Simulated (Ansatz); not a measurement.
Relaxation of C3H5 (8 atoms, charge 0, multiplicity 2), to a largest force component of 0.03 eV/Å in at most 50 steps.

Theory: Ansatz 0.2.0, UHF/def2-SVP.

```xyz
8
Properties=species:S:1:pos:R:3
H 0.222 0.186 -0.214
C 0.933 0.743 -0.785
C 1.725 1.364 -1.421
C -1.326 -1.051 1.101
H 2.434 1.919 -1.990
H -0.946 -1.973 0.686
H -2.153 -0.546 0.625
H -0.888 -0.642 1.998
```

Where does it end, and by what steps?

It converged. The force dipped under the threshold on the way, but the program's further checks kept it going. After 7 steps the energy has fallen by 0.051 eV; H6 moved furthest, 0.38 Å.

```tsv
step	energy less start (eV)	largest force component (eV/Å)	accepted
0	0.0000	0.150	yes
1	-0.0068	0.256	yes
2	0.0154	2.338	no
3	-0.0295	0.102	yes
4	-0.0447	0.022	yes
5	-0.0473	0.155	yes
6	-0.0504	0.077	yes
7	-0.0510	0.003	yes
```

```xyz
8
Properties=species:S:1:pos:R:3
H 0.469 0.380 -0.411
C 1.177 0.936 -0.983
C 1.967 1.556 -1.623
C -1.552 -1.230 1.286
H 2.674 2.111 -2.195
H -1.196 -2.171 0.892
H -2.403 -0.743 0.831
H -1.135 -0.838 2.204
```

Whether the end is a true minimum wasn't checked by a vibrational analysis.

Time of the run: 4.8 s on 1 thread of Intel(R) Xeon(R) 6975P-C (Granite Rapids) (shared host), peak memory 0.14 GiB.
